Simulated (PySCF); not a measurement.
Species: carbon suboxide, C₃O₂.
SMILES: `O=C=C=C=O`

Jobs on this species (5 atoms, 34 electrons) with PySCF (density fitting). Hardware of each: an x86-64 server with one thread, no GPU (shared host). Other jobs ran on the host; a repeat could differ by tens of per cent or more.

| level and settings | work | basis functions | SCF cycles | wall time |
| --- | --- | --- | --- | --- |
| WP04/pcSseg-2 | shieldings | 180 | ? | ? |
| delta-SCF UKS SCAN, pcX-2 on the ionised atom, pcseg-1 elsewhere, spin-free X2C | ΔSCF core ionisation, 3 holes | 101 | ? | ? |
| PBE0/def2-TZVP | shieldings, charges and field gradients | 155 | 13 | 8.5 s |
| PBE0/STO-3G | shieldings, charges and field gradients | 25 | 12 | 1.2 s |
| LC-wPBE/pcSseg-2 | shieldings | 180 | 13 | 15 s |
| CAM-B3LYP/pcSseg-2 | shieldings | 180 | 12 | 13 s |
| PBE0/pcSseg-1 | shieldings, charges and field gradients | 85 | 13 | 4.6 s |
| PBE0-D3(BJ)/def2-SVP, grid level 1 | geometry optimisation from an MMFF94s start | 70 | 27 | 8.3 s |
| PBE0/def2-SVP | shieldings, charges and field gradients | 70 | 13 | 2.8 s |

**Question.** Fill in the missing figures.

**Answer.** 
- WP04/pcSseg-2; shieldings: 9.3 s, 14 SCF cycles
- delta-SCF UKS SCAN, pcX-2 on the ionised atom, pcseg-1 elsewhere, spin-free X2C; ΔSCF core ionisation, 3 holes: 7.6 s, 61 SCF cycles

**Question.** What do all jobs in the table cost together?

**Answer.** About 70 s; the longest takes about 21 % of that, and about 12 times as long as the shortest.
